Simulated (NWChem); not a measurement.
Species: Al cation, singlet

Results from NWChem. Pople sets run with spherical d functions. Low-valent species are run as closed-shell singlets; no triplet was tried in these runs. STO-3G and 3-21G are far too small for this property and stand as cheap habits. Field at 589 nm.

```csv
level,isotropic polarisability (bohr³),anisotropy (bohr³)
B3LYP/STO-3G,12.0,0.0
B3LYP/6-31G*,25.8,0.0
B3LYP/def2-SVP,25.8,0.0
B3LYP/def2-SVPD,26.0,0.0
B3LYP/aug-cc-pVDZ,25.8,0.0
B3LYP/def2-TZVPD,25.6,0.0
```
